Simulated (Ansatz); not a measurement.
Antifluorite Mg2Ge, treated with BLYP (plane waves, PAW; Ansatz, a first-principles code).

Numerical settings: plane-wave cutoff 520 eV, 10×10×10 k mesh, Fermi–Dirac smearing 0.01 eV, scalar-relativistic PAW data made under PBE.

Equation-of-state points:

| V (Å³/atom) | E − E_lowest (meV/atom) | P (GPa) |
|---|---|---|
| 21.233 | 12.86 | 3.21 |
| 21.685 | 5.51 | 2.03 |
| 22.137 | 1.33 | 0.96 |
| 22.589 | 0.00 | 0.00 |
| 23.040 | 1.24 | -0.86 |
| 23.492 | 4.77 | -1.63 |
| 23.944 | 10.38 | -2.33 |

Problem. Estimate the bulk modulus from the pressures at 22.137 and 23.040 Å³/atom, and compare it with a fit to all energies.

Solution. B = −V dP/dV. Between V = 22.137 and 23.040 Å³/atom, dP/dV = (-0.86 − (0.96))/(23.040 − 22.137) = -2.02 GPa per Å³/atom; at the midpoint 22.588 Å³/atom this gives B ≈ 45.5 GPa. The third-order Birch–Murnaghan fit gives V0 = 22.589 Å³/atom, B0 = 45.4 GPa, B′ = 4.4, which lies within 1 % of that estimate.

Measured, for comparison: equilibrium volume per atom 21.69 Å³/atom (temperature not stated, not corrected to a static lattice; as tabulated in Grosch, Range, J. Alloys Compd. 235, 250 (1996)). Computed (rounded) less measured: equilibrium volume per atom +4.1 %.

Static lattice: no zero-point or thermal effects.
